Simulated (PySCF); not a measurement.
C₃H₂F₂.
SMILES: `C#CC(F)F`

The closed-shell ground state was solved at several levels (PySCF, density fitting, gas phase, non-relativistic). Isolated species at its PBE0-D3(BJ)/def2-SVP geometry, gas phase.

```json
{"level": "B3LYP/pcJ-1", "basis functions": "155", "HOMO (eV)": "-8.60", "LUMO (eV)": "-0.27", "gap (eV)": "8.33", "dipole (D)": "2.18"}
{"level": "PBE0/pcSseg-1", "basis functions": "95", "HOMO (eV)": "-8.86", "LUMO (eV)": "-0.04", "gap (eV)": "8.82", "dipole (D)": "2.18"}
{"level": "CAM-B3LYP/def2-SVPD", "basis functions": "122", "HOMO (eV)": "-10.32", "LUMO (eV)": "0.85", "gap (eV)": "11.17", "dipole (D)": "2.28"}
```

Problem. Estimate the row for wB97X-D/pcSseg-2, a basis of 208 functions; the other rows only guide the guess.

Solution. HOMO -10.75 eV, LUMO 1.67 eV, gap 12.42 eV, dipole 2.17 D.

Problem. Over all these levels, which gives the widest orbital gap and which the narrowest?

Solution. wB97X-D/pcSseg-2 (range-separated hybrid) has the widest, 12.42 eV, and B3LYP/pcJ-1 (global hybrid, 20 % exact exchange) the narrowest, 8.33 eV. Functional and basis both differ between the two, so the spread mixes both effects.

Problem. How far do the dipole and the HOMO energy spread over the levels?

Solution. The dipole runs from 2.17 to 2.28 D (mean 2.20 D) and the HOMO from -10.75 to -8.60 eV.
